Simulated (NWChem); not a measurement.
**BN (boron nitride) at 4 levels**

Wanted: a comparison of 4 runs (UPBE0/def2-SVP, UM06-2X/cc-pVTZ, UPBE/cc-pVTZ, UMP2/def2-TZVP) of BN (boron nitride). 

Program for the calculation: NWChem 7.3.0.

4 further runs of the same task are left out: 1 that didn't finish, 3 set aside as unsound or not needed.

## 1. The molecule

The species is BN (2 atoms), meant as a triplet with charge 0. SMILES: `B#N`. The shape is that of a PBE0-D4/def2-TZVP optimisation.

Bond lengths: B1–N2 1.315 Å.

## 2. Energy and forces at UPBE0/def2-SVP (run 1)

The input, mol.xyz:

```xyz
2
BN PBE0
B      0.000000     0.000000    -0.023520
N      0.000000     0.000000     1.291950
```

The input, mol.nw:

```
start mol
title "BN PBE0"
memory total 2200 mb

geometry units angstroms noautosym nocenter noautoz
load format xyz mol.xyz
end

basis spherical bse
* library def2-SVP
end

dft
xc pbe0
mult 3
grid xfine
convergence energy 1e-08
iterations 100
mulliken
print medium
end

task dft gradient
```

On the command line:

```console
$ nwchem mol.nw > mol.out
```

Standard output:

```text
[...]
          Wavefunction type:  spin polarized.
          No. of atoms     :     2
          No. of electrons :    12
[...]
          Charge           :     0
          Spin multiplicity:     3
[...]
          AO basis - number of functions:    28
[...]
              XC Information
              --------------
                         PBE0 Method XC Functional
                     Hartree-Fock (Exact) Exchange  0.250
          PerdewBurkeErnzerhof Exchange Functional  0.750
            Perdew 1991 LDA Correlation Functional  1.000 local
           PerdewBurkeErnz. Correlation Functional  1.000 non-local
[...]
 d= 0,ls=0.0,diis     1    -79.1943154326 -9.33D+01  1.96D-02  6.86D-02     0.5
[...]
 d= 0,ls=0.0,diis    12    -79.2475853933 -1.31D-09  3.63D-07  2.71D-11     3.6
[...]
         Total DFT energy =      -79.247585393332
      One electron energy =     -134.433908095377
           Coulomb energy =       51.825536376157
    Exchange-Corr. energy =      -10.718747008198
 Nuclear repulsion energy =       14.079533334085
[...]
      Total Density - Mulliken Population Analysis
     ---------------------------------------------
    Atom       Charge   Shell Charges
 -----------   ------   -------------------------------------------------------
    1 B    5     4.95   1.99  0.95  0.29  1.27  0.39  0.06
    2 N    7     7.05   1.99  1.12  0.61  2.09  1.21  0.02
[...]
      <S2> =      2.0046 (Exact =     2.0000)
[...]
  wavefunction    = open shell
                         DFT ENERGY GRADIENTS
    atom               coordinates                        gradient
                 x          y          z           x          y          z
   1 B       0.000000   0.000000  -0.044446   -0.000000  -0.000000   0.002090
   2 N       0.000000   0.000000   2.441431    0.000000   0.000000  -0.002090
[...]
```

Wall time 5.1 s (1 thread of Intel Xeon Platinum 8375C at 2.90GHz (Ice Lake), shared host); peak memory 0.11 GiB.

## 3. Energy and forces at UM06-2X/cc-pVTZ (run 2)

The input, bn.nw:

```
start bn
title "BN M06-2X"
memory stack 880 mb heap 220 mb global 1100 mb
geometry units angstrom noautosym nocenter noautoz
  B        0.000000       0.000000      -0.023520
  N        0.000000       0.000000       1.291950
end
basis spherical bse
  * library cc-pVTZ
end
dft
  xc m06-2x
  mult 3
  grid xfine
  convergence energy 1e-08
  iterations 100
  mulliken
end
task dft gradient
```

On the command line:

```console
$ nwchem bn.nw > bn.out
```

Standard output:

```text
[...]
          Wavefunction type:  spin polarized.
          No. of atoms     :     2
          No. of electrons :    12
[...]
          Charge           :     0
          Spin multiplicity:     3
[...]
          AO basis - number of functions:    60
[...]
              XC Information
              --------------
                       M06-2X Method XC Functional
                     Hartree-Fock (Exact) Exchange  0.540
                        M06-2X Exchange Functional  1.000
                      M06-2X Correlation Potential  1.000
[...]
 d= 0,ls=0.0,diis     1    -79.3591505469 -9.34D+01  6.24D-03  7.89D-02     1.3
[...]
 d= 0,ls=0.0,diis    13    -79.4120113343 -5.19D-09  1.09D-07  2.48D-11    15.4
[...]
         Total DFT energy =      -79.412011334261
      One electron energy =     -134.543063329225
           Coulomb energy =       51.848634903340
    Exchange-Corr. energy =      -10.797116242461
 Nuclear repulsion energy =       14.079533334085
[...]
      Total Density - Mulliken Population Analysis
     ---------------------------------------------
    Atom       Charge   Shell Charges
 -----------   ------   -------------------------------------------------------
    1 B    5     4.89   1.96  0.18  0.74  0.34  0.55  0.79  0.24  0.03  0.05  0.01
    2 N    7     7.11   1.95  0.25  1.00  0.50  0.91  1.54  0.94  0.00  0.02  0.00
[...]
      <S2> =      2.0047 (Exact =     2.0000)
[...]
  wavefunction    = open shell
                         DFT ENERGY GRADIENTS
    atom               coordinates                        gradient
                 x          y          z           x          y          z
   1 B       0.000000   0.000000  -0.044446   -0.000000   0.000000  -0.007032
   2 N       0.000000   0.000000   2.441431    0.000000  -0.000000   0.007032
[...]
```

It took 20 s on 1 thread of Intel Xeon Platinum 8375C at 2.90GHz (Ice Lake), shared host; peak memory 0.12 GiB.

Run 3 isn't shown in full; the table further down has it.

## 4. Energy and gradient at UMP2/def2-TZVP (run 4)

The input, nw.nw:

```
start nw
memory 2200 mb

geometry noautosym nocenter noautoz
  B     0.000000    0.000000   -0.023520
  N     0.000000    0.000000    1.291950
end

basis spherical bse
  * library def2-TZVP
end

scf
  nopen 2
  uhf
  thresh 1e-08
  maxiter 80
  noprint "final vectors analysis"
end

mp2
  freeze core 2
  tight
end

task mp2 gradient
```

On the command line:

```console
$ nwchem nw.nw > nw.out
```

Standard output:

```text
[...]
  functions       =    62
[...]
  wavefunction    = UHF
[...]
         Total SCF energy =    -79.018162971582
      One electron energy =   -134.484296068092
      Two electron energy =     41.386599762424
 Nuclear repulsion energy =     14.079533334085
                       Sz =      1.0000
                 Sz(Sz+1) =      2.0000
                      S^2 =      2.0458
[...]
          Total MP2 energy           -79.236522564276
[...]
                         mp2 ENERGY GRADIENTS
    atom               coordinates                        gradient
                 x          y          z           x          y          z
   1 B       0.000000   0.000000  -0.044446    0.000000   0.000000  -0.000772
   2 N       0.000000   0.000000   2.441431   -0.000000  -0.000000   0.000772
[...]
```

It took 15 s on 1 thread of Intel Xeon Platinum 8375C at 2.90GHz (Ice Lake), shared host; peak memory 0.14 GiB.

## 5. The series

| run | level | integration grid | iteration cap | energy (Eh) | dipole moment (D) | HOMO energy (eV) | LUMO energy (eV) | wall time |
| --- | --- | --- | --- | --- | --- | --- | --- | --- |
| 1 | UPBE0/def2-SVP | xfine | 100 | -79.247585 | 1.95 | -8.58 | -5.05 | 5.1 s |
| 2 | UM06-2X/cc-pVTZ | xfine | 100 | -79.412011 | 2.21 | -9.88 | -4.42 | 20 s |
| 3 | UPBE/cc-pVTZ | xfine | 100 | -79.334073 | 1.76 | -7.38 | -6.72 | 14 s |
| 4 | UMP2/def2-TZVP | – | 80 | -79.236523 | 2.54 | – | – | 15 s |

## 6. What came out

| quantity | value |
| --- | --- |
| run 4: total energy | -79.23652 Eh |
| run 4: dipole moment (of the density that the program reports) | 2.54 D |
| run 4: correlation energy (2 core orbitals frozen) | -218.4 mEh |
| run 4: ⟨S²⟩ of the reference determinant | 2.046 |
| run 4: largest force on an atom | 0.040 eV/Å |

What this shows: The dipole moment (its size) runs from 1.76 D (UPBE/cc-pVTZ) to 2.54 D (UMP2/def2-TZVP). The two ends differ in method and basis. Totals of different functionals can't be ranked against each other. All runs together took 55 s, the longest 20 s.
